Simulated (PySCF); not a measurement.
C₃H₂ClNS.
Numbering: `[Cl:1][c:2]1[cH:3][s:4][cH:5][n:6]1` (hydrogens: H7 on C3; H8 on C5)

A GFN2-xTB structure was refined with BHandHLYP/def2-SVP geometry optimisation, gas phase (PySCF 2.14.0). Its GFN2-xTB values:

```
coordinate  GFN2-xTB
    Cl1–C2   1.704 Å
     C2–C3   1.364 Å
     C2–N6   1.352 Å
     C3–S4   1.716 Å
     C3–H7   1.070 Å
     S4–C5   1.733 Å
     C5–N6   1.282 Å
     C5–H8   1.071 Å
 Cl1–C2–C3    124.6°
 Cl1–C2–N6    119.7°
  C2–C3–S4    109.6°
  C2–N6–C5    111.1°
  C3–C2–N6    115.7°
  C3–S4–C5     88.4°
  S4–C5–N6    115.2°
```

Task: How do these coordinates change at the BHandHLYP/def2-SVP level?

Result: 
```csv
coordinate,BHandHLYP/def2-SVP (Å or °),change
Cl1–C2,1.718,+0.014
C5–H8,1.084,+0.013
S4–C5,1.721,-0.012
C3–H7,1.079,+0.009
C2–C3,1.359,-0.005
C5–N6,1.287,+0.005
C2–N6,1.354,+0.002
C3–S4,1.716,0.000
C3–C2–N6,116.5,+0.8
C2–C3–S4,108.8,-0.8
C2–N6–C5,110.4,-0.7
Cl1–C2–C3,124.0,-0.6
C3–S4–C5,89.1,+0.7
Cl1–C2–N6,119.5,-0.2
S4–C5–N6,115.2,0.0
```

The energy falls by 1.3 kJ/mol over 8 energy and gradient evaluations, the largest force component goes from 0.0125 to 2.4e-04 Eh/bohr, and the atoms move by 0.012 Å rms after alignment. Among the bonds, Cl1–C2 and C5–H8 change most and about equally (+0.013 to +0.014 Å). Bonds longer at the end by more than 0.005 Å: 4 of 8; shorter: 2. Rotational constants go from 7623, 1556, 1292 to 7607, 1556, 1292 MHz.

The run used 102 basis functions and 62 SCF cycles in all. Time: 23 s of wall time; peak memory 0.48 GiB. Hardware: one thread of an Arm Neoverse V1, shared host.

No frequency check.
